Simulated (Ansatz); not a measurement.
Input for Ansatz (a program for electronic structure): U-CCSD(T)/aug-cc-pVDZ on NH (SMILES [NH]), 2S+1 = 3.

Ansatz 0.2 input:
```yaml
crystal:
  periodic: [false, false, false]
  atoms:
    - {symbol: N, position_ang: [0.00000000, 0.00000000, 0.00000000]}
    - {symbol: H, position_ang: [1.03673136, 0.00000000, 0.00000000]}
basis:
  gaussian:
    orbitals: aug-cc-pVDZ
magnetization: {spin_polarized: true, initial_magnetization: 2}
correlation: {method: ccsd_t, electrons: outside_noble_gas}
scf: {omitted_lower_state_checks: [cluster_reference]}
```

Predict the final total energy.

-55.1056 hartree (reference determinant -54.9720, T1 diagnostic 0.012).
